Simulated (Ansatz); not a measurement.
**NH₄O (doublet): the correlation ladder at distance N1–H4 along a hydrogen transfer = 1.327 Å, cc-pVDZ**

How much of the correlation energy of NH₄O (doublet) does each wave-function method recover here?

Method: cc-pVDZ, core rule «outside noble gas», up to 2 orbitals frozen; program: Ansatz 0.2.0, Gaussian basis.

The runs, in order: UHF; CCSD(T) on ROHF; CCSD(T) on UHF; BCCD(T) on ROHF; CISD; CCSDT(Q) on ROHF; CCSDT(Q) on UHF; CASSCF and MRCISD+Q, 3 electrons in 3 orbitals; CASSCF and NEVPT2, 3 electrons in 3 orbitals.

**1. The system**

The geometry derives from fragments relaxed apart (PBE0/def2-TZVP) and kept rigid, so it is no stationary point. A hydrogen atom is moved between rigid fragments.

6 atoms, charge 0, spin multiplicity 2.

Atoms are counted from 1 here; the program's logs count them from 0.

Bond lengths: N1–H2 1.012 Å, N1–H3 1.012 Å, H4–O5 0.990 Å, O5–H6 0.973 Å. Angles: H2–N1–H3 107.1°, H4–O5–H6 105.0°.

Geometry (Å):

```xyz
6
H4NO
N    -1.18686    0.01109   -0.02607
H    -1.48414    0.97892   -0.02607
H    -1.48414   -0.39121    0.85419
H     0.14014    0.01109   -0.02607
O     1.13014    0.01109   -0.02607
H     1.38200   -0.92886   -0.02607
```

**2. UHF**

Contents of in.yaml:

```yaml
crystal:
  periodic: [false, false, false]
  atoms:
    - {symbol: N, position_ang: [-1.186858, 0.011087, -0.026067]}
    - {symbol: H, position_ang: [-1.484138, 0.978921, -0.026067]}
    - {symbol: H, position_ang: [-1.484138, -0.391211, 0.854193]}
    - {symbol: H, position_ang: [0.140142, 0.011087, -0.026067]}
    - {symbol: O, position_ang: [1.130142, 0.011087, -0.026067]}
    - {symbol: H, position_ang: [1.382000, -0.928863, -0.026067]}
basis:
  gaussian: {orbitals: cc-pVDZ}
magnetization: {spin_polarized: true, initial_magnetization: 1}
hamiltonian: {xc: hf}
output: {orbitals: {seedname: orbitals}}
```

On the command line:

```console
ansatz run in.yaml --threads 1 --pin off --events-out ev --progress --plain --max-ram 4096MiB --backend cpu
```

Further steps of the session: CCSD(T) on ROHF; CCSD(T) on UHF; BCCD(T) on ROHF; CISD; CCSDT(Q) on ROHF; CCSDT(Q) on UHF; CASSCF and MRCISD+Q, 3 electrons in 3 orbitals; CASSCF and NEVPT2, 3 electrons in 3 orbitals.

Q: Predict the results of all the runs planned. Wanted: UCCSDT(Q) below the RHF energy; RMP2 from UCCSDT(Q); UMP2 from UCCSDT(Q); RCCSD from UCCSDT(Q); RCCSD(T) from UCCSDT(Q); UCCSD(T) from UCCSDT(Q); RCCSDT(Q) from UCCSDT(Q); NEVPT2 pair from UCCSDT(Q); MRCISD+Q pair from UCCSDT(Q).

As calculated:

| quantity | value |
| --- | --- |
| UCCSDT(Q) below the RHF energy | -10.8570 eV |
| RMP2 from UCCSDT(Q) | +22.52 kcal/mol |
| UMP2 from UCCSDT(Q) | +22.52 kcal/mol |
| RCCSD from UCCSDT(Q) | +5.52 kcal/mol |
| RCCSD(T) from UCCSDT(Q) | +0.90 kcal/mol |
| UCCSD(T) from UCCSDT(Q) | +0.89 kcal/mol |
| RCCSDT(Q) from UCCSDT(Q) | +0.03 kcal/mol |
| NEVPT2 pair from UCCSDT(Q) | +22.45 kcal/mol |
| MRCISD+Q pair from UCCSDT(Q) | +3.45 kcal/mol |
| levels within 1 kcal/mol (43 meV) | RCCSD(T), UCCSD(T), BCCD(T), RCCSDT, UCCSDT, RCCSDT(Q) |
| T1 diagnostic | 0.025 |

In words: RCCSD(T) lands +0.90 kcal/mol from the yardstick (0.4 % of the correlation energy). Of the multireference levels listed MRCISD+Q pair comes nearest in total energy (+3.45 kcal/mol), which doesn't show that its space is the better one. These misses are within one basis, not against nature; the frozen cores of restricted and unrestricted runs differ, which can shift their rows.
